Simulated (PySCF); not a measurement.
**Two probes of the same atoms: core binding energy and nuclear shielding**

2,3-dihydrothiophene, C4H6S.
Cartesian coordinates in Å at the PBE0-D3(BJ)/def2-SVP level; atoms count from 1:
```xyz
11
C4H6S angstrom
C      0.8860   -0.5550    0.5409
C      1.4854    0.4627   -0.0884
S      0.4358    1.4247   -1.1205
C     -1.0343    0.6136   -0.3835
C     -0.5649   -0.7279    0.1845
H      1.4199   -1.2511    1.1917
H      2.5451    0.7199   -0.0333
H     -1.4100    1.2704    0.4170
H     -1.8153    0.5147   -1.1493
H     -0.6622   -1.5312   -0.5714
H     -1.1874   -1.0261    1.0431
```

Binding energies: PySCF 2.14.0, delta-SCF UKS SCAN, pcX-2 on the ionised atom, pcseg-1 elsewhere, spin-free X2C. Shieldings: GIAO PBE/pcSseg-2, non-relativistic, same geometry.

| atom | C 1s (eV) |
| --- | --- |
| C1 | 290.03 |
| C2 | 290.78 |
| C4 | 291.35 |
| C5 | 291.07 |

Question: What are the absolute isotropic shieldings of these atoms?

Answer: 
| atom | environment | C 1s (eV) | isotropic shielding (ppm) |
| --- | --- | --- | --- |
| C1 | alkene CH carbon | 290.03 | 52.5 |
| C2 | alkene CH carbon | 290.78 | 38.6 |
| C5 | allylic carbon | 291.07 | 138.0 |
| C4 | sp3 carbon bound to sulfur | 291.35 | 137.7 |

Question: Among the listed atoms, is the one with the highest binding energy also the least shielded?

Answer: No. The highest binding energy is at C4 (291.35 eV, shielding 137.7 ppm), the lowest shielding at C2 (38.6 ppm, 290.78 eV).

By binding energy: C1 < C2 < C5 < C4. By shielding: C2 < C1 < C4 ≈ C5.

Spin contamination (⟨S²⟩ against 0.75 for a pure doublet) is marked for C 1s of C2 (0.86), which makes this value less certain. Isolated species at its PBE0-D3(BJ)/def2-SVP geometry (one conformer only).
